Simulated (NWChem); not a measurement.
System: OH, doublet; SMILES [OH]

NWChem input:

```
start job
memory heap 200 mb stack 900 mb global 1100 mb
geometry units angstroms noautosym nocenter noautoz
  O      0.000000     0.000000    -0.120175
  H      0.000000     0.000000     0.869454
end
basis spherical
  O library def2-tzvp
  H library def2-tzvp
end
dft
  odft
  mult 2
  xc b3lyp
  iterations 150
end
cosmo
  do_cosmo_smd true
  solvent water
end
task dft energy
```

Excerpt of the output:

```
             Northwest Computational Chemistry Package (NWChem) 7.3.0
             --------------------------------------------------------

                             Geometry "geometry" -> ""
                             -------------------------

 Output coordinates in angstroms (scale by  1.889725989 to convert to a.u.)

  No.       Tag          Charge          X              Y              Z
 ---- ---------------- ---------- -------------- -------------- --------------
    1 O                    8.0000     0.00000000     0.00000000    -0.12017500
    2 H                    1.0000     0.00000000     0.00000000     0.86945400

 Effective nuclear repulsion energy (a.u.)       4.2777828782

                                 NWChem DFT Module
                                 -----------------

 Summary of "ao basis" -> "ao basis" (spherical)
 ------------------------------------------------------------------------------
       Tag                 Description            Shells   Functions and Types
 ---------------- ------------------------------  ------  ---------------------
 O                         def2-tzvp                11       31   5s3p2d1f
 H                         def2-tzvp                 4        6   3s1p

 in cosmo_initialize ...
 calling solv_data for solv:h2o

 solvent parameters
 solvname_short: h2o
 solvname_long:  water
 dielec:       78.4000
 dielecinf:     1.7769
 aqueous SMD model solvent descriptors
 dielec:       78.4000
 sola:          0.8200

          ---------------
          -cosmo- solvent
          ---------------
 Cosmo: York-Karplus, doi: 10.1021/jp992097l
 dielectric constant -eps-     =  78.40
 screen = (eps-1)/(eps    )    =   0.98724
 surface charge correction     = lagrangian

   van der Waals surface
 --------------------------

 ---------- ATOMIC COORDINATES (A.U.) ------------ VDWR(ANG.) --
     1    0.00000000    0.00000000   -0.22709782     1.520
     2    0.00000000    0.00000000    1.64302982     1.200
 number of segments per atom =        128
 number of   points per atom =        128
 atom (   nspa,  nppa )
 ----------------------
    1 (    104,     0 )       0
    2 (     80,     0 )       0
 number of -cosmo- surface points =      184
 molecular surface =     32.623 angstrom**2
 molecular volume  =     17.362 angstrom**3
 -lineq- algorithm             =   0
 -bem- low  level              =   3
 -bem- from -octahedral-
 gaussian surface charge width =   4.50000
 degree of switching           =   1.00000
 switching function tolerance  =   0.00010
 atomic radii =
 --------------
    1  8.000  1.520
    2  1.000  1.200
 ...... end of -cosmo- initialization ......

[...]

                                COSMO-SMD solvation results
                                ---------------------------

             internal energy in gas <Psi(g)|H|Psi(g)> =       -75.767997523192
         internal energy in solvent <Psi(s)|H|Psi(s)> =       -75.766185842787
                               delta internal energy  =         0.001811680404 (    1.14 kcal/mol)
   total free energy in solvent <Psi(s)|H+V/2|Psi(s)> =       -75.778077696764
 polarization energy contribution <Psi(s)|V/2|Psi(s)> =        -0.011891853976 (   -7.46 kcal/mol)
    total free energy in solvent including G(SMD-CDS) =       -75.776887573182
                       G(SMD-CDS) energy contribution =         0.001190123582 (    0.75 kcal/mol)
     1 M fixed-concentration free energy of solvation =        -0.008890049990 (   -5.58 kcal/mol)

                    DFT Final Alpha Molecular Orbital Analysis
                    ------------------------------------------

 Vector    3  Occ=1.000000D+00  E=-4.847008D-01
              MO Center= -9.0D-12,  2.5D-11, -6.1D-02, r^2= 7.2D-01
   Bfn.  Coefficient  Atom+Function         Bfn.  Coefficient  Atom+Function
  ----- ------------  ---------------      ----- ------------  ---------------
     8      0.417349  1 O  pz                11      0.324191  1 O  pz
    33      0.203993  2 H  s                 14      0.183271  1 O  pz
     5     -0.181157  1 O  s                 32      0.158029  2 H  s
     4     -0.149366  1 O  s                  3     -0.120527  1 O  s
     2      0.074013  1 O  s                 34      0.045501  2 H  s

 Vector    4  Occ=1.000000D+00  E=-4.266068D-01
              MO Center=  5.9D-11, -7.6D-12, -1.0D-01, r^2= 5.7D-01
   Bfn.  Coefficient  Atom+Function         Bfn.  Coefficient  Atom+Function
  ----- ------------  ---------------      ----- ------------  ---------------
     6      0.503084  1 O  px                 9      0.413476  1 O  px
    12      0.265150  1 O  px                 7     -0.083476  1 O  py
    10     -0.068600  1 O  py                13     -0.044069  1 O  py

 Vector    5  Occ=1.000000D+00  E=-3.584891D-01
              MO Center= -8.6D-12, -6.3D-11, -1.0D-01, r^2= 6.3D-01
   Bfn.  Coefficient  Atom+Function         Bfn.  Coefficient  Atom+Function
  ----- ------------  ---------------      ----- ------------  ---------------
     7      0.486865  1 O  py                10      0.390759  1 O  py
    13      0.313029  1 O  py                 6      0.080832  1 O  px
     9      0.064887  1 O  px                12      0.051879  1 O  px

 Vector    6  Occ=0.000000D+00  E= 4.427318D-02
              MO Center=  7.7D-11, -6.8D-11,  1.1D+00, r^2= 2.5D+00
   Bfn.  Coefficient  Atom+Function         Bfn.  Coefficient  Atom+Function
  ----- ------------  ---------------      ----- ------------  ---------------
    34      1.514822  2 H  s                  5     -0.754661  1 O  s
    14     -0.452409  1 O  pz                 8     -0.193539  1 O  pz
     3     -0.156807  1 O  s                 33      0.103971  2 H  s
    11     -0.096321  1 O  pz                 4     -0.091228  1 O  s
    32      0.077279  2 H  s                  2      0.076177  1 O  s

[...]
```

Level: B3LYP/def2-TZVP, spin-unrestricted, SMD on the gas-phase geometry. The state is orbitally degenerate and is run as one real component. Geometry: optimised at PBE0/def2-SVP, spin-unrestricted. No stability test was run on the SCF state. Solvent: water.
